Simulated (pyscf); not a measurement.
germane (GeH₄) + hydroxyl (OH•) → germylene (GeH₂) [singlet] + water (H₂O) + H atom (H•), gas phase, doublet surface. PySCF, gas phase, ωB97X-D3(BJ)/def2-SVP geometries. MP2 and CC: frozen core, UHF for open shells. ΔMP2 is the change of the MP2 total energy from the triple- to the quadruple-zeta basis. ΔG in kcal/mol from CCSD(T)/def2-TZVPP + ΔMP2(QZVPP) energies (ideal gas, 1 atm, RRHO with modes under 100 cm⁻¹ raised to 100, one conformer, R ln 2 for chiral ones without a mode under 150 cm⁻¹).

| T (K) | ΔG |
|---|---|
| 298 | +18.8 |
| 600 | +9.2 |
| 900 | ? |
| 1200 | -10.0 |

Fit a line to the three values, predict ΔG at 900 K, and estimate where the reaction turns favourable at 1 atm of each gas.

Least squares gives ΔG = +28.3 − 31.9 × T/1000 K, so ΔS is about +133 J/(mol K) and ΔH about +28.3 kcal/mol over this range (ΔH at 298 K: +28.0). At 900 K the line gives -0.4; the computed value is -0.4. ΔG = 0 falls near 890 K; 1 kcal/mol in the energy moves that by 31 K. This is thermodynamics alone and says nothing of the barrier. The CCSD(T) − MP2 part came from Ansatz, without density fitting, on the same reference. The frozen core leaves the outer d or s,p core shells of the metals and heavy elements correlated in the MP2 and CC values, and def2-TZVPP describes them poorly, which can shift differences by a few kcal/mol. Left out: orbital degeneracy and the spin-orbit lowering of OH. Elements up to Kr have no core potential and no relativistic terms here.
